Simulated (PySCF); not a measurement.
Metal–ligand bonds in Ti(OCH3)3–Y. Isolated molecules, 0 K electronic values unless said otherwise. One relaxed conformer stands for each flexible species; it need not be the lowest. Multiplicities are imposed; where one is given, others were not computed. Strings in code marks are SMILES.

The dipole moment from two functionals at the same geometries (TPSS-D3(BJ)/def2-SVP), both in PySCF: PBE-D3(BJ)/def2-TZVP and TPSSh-D3(BJ)/def2-TZVP. 

```json
[
 {"species": "free radical OH", "PBE-D3(BJ)/def2-TZVP (D)": "1.73"},
 {"species": "free radical NH2 (`[NH2]`)", "PBE-D3(BJ)/def2-TZVP (D)": "1.91"},
 {"species": "free radical CH3 (`[CH3]`)", "PBE-D3(BJ)/def2-TZVP (D)": "0.00"},
 {"species": "free radical N(CH3)2", "PBE-D3(BJ)/def2-TZVP (D)": "1.71"},
 {"species": "free radical SH (`[SH]`)", "PBE-D3(BJ)/def2-TZVP (D)": "0.87"}
]
```

Question: What does TPSSh-D3(BJ)/def2-TZVP give for each?

Answer: 
- free radical OH: 1.75
- free radical NH2 (`[NH2]`): 1.93
- free radical CH3 (`[CH3]`): 0.00
- free radical N(CH3)2: 1.71
- free radical SH (`[SH]`): 0.88
Over these rows, drawn at random from the members with no instability flagged (it was tested for open shells, ions and some series alone), PBE minus TPSSh-D3(BJ): mean -0.01 D, from -0.02 D to 0.00 D.
